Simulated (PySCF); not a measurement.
These compounds are isomers of formula C$_{6}$H$_{12}$.

A. `C/C=C(/C)CC`
B. 2-methyl-1-pentene (C=C(C)CCC)
C. `CC(C)=C(C)C`

Spectrum 1. ¹H NMR (500 MHz, computed): δ 1.73 (s, 12H). ¹³C{¹H} NMR (computed): δ 131.1 (C), 21.3 (CH3).

Spectrum 2. ¹H NMR (500 MHz, computed): δ 5.40 (qq, J = 8.1, 2.0 Hz, 1H), 1.97 (q, J = 8.6 Hz, 2H), 1.75 (quint, J = 2.1 Hz, 3H), 1.70 (dq, J = 8.1, 2.1 Hz, 3H), 0.94 (t, J = 8.6 Hz, 3H). ¹³C{¹H} NMR (computed): δ 145.2 (C), 127.9 (CH), 26.9 (CH2), 26.0 (CH3), 15.9 (CH3), 15.1 (CH3).

Spectrum 3. ¹H NMR (500 MHz, computed): δ 5.10 (dq, J = 2.9, 2.0 Hz, 1H), 5.06 (d of sext, J = 2.9, 1.4 Hz, 1H), 2.03 (td, J = 7.9, 1.4 Hz, 2H), 1.69 (t, J = 1.7 Hz, 3H), 1.35 (sext, J = 8.2 Hz, 2H), 0.79 (t, J = 8.4 Hz, 3H). ¹³C{¹H} NMR (computed): δ 153.0 (C), 120.8 (CH2), 42.5 (CH2), 22.5 (CH3), 21.7 (CH2), 13.4 (CH3).

No solvent model, single conformer, rapidly exchanging positions averaged, no relativistic terms. PBE0-D3(BJ)/def2-SVP structure; spin–spin couplings from B3LYP/pcJ-1 (spin–dipole term left out of most H,H and C,H couplings); shieldings: GIAO PBE0/pcSseg-1; PySCF 2.14.0 with density-fitted response routines.

Chemical shifts δ = σref − σ; ¹H and ¹³C against TMS, all at this level. Multiplet labels drop J under 1 Hz and among equivalent protons, and merge close values. Unscaled 3J(H,H) run several per cent high. Shifts are as computed. Against solution values, carbons near 30 ppm lie about +2 ppm off and those near 130 ppm about +5 ppm. Of 1211 compounds with measured shifts, 218 miss one by over three times the rms of a fit or turn the order of signals round; such compounds aren't used in these exercises. Across acyclic CH2–CH2 and CH–CH2 bonds, 3J(H,H) assumes equally populated rotamers.

**Question.** Which spectrum belongs to which compound?

**Answer.** 1–C, 2–A, 3–B.

- Spectrum 1 (C): 2 ¹³C signals; δC 131.1 is a fully substituted alkene carbon; δC 21.3 is an allylic methyl carbon.
- Spectrum 2 (A): 6 ¹³C signals; δC 145.2 is a fully substituted alkene carbon; δC 127.9 is an alkene CH.
- Spectrum 3 (B): 6 ¹³C signals; δC 153.0 is a fully substituted alkene carbon; δC 120.8 is a terminal =CH2 carbon.
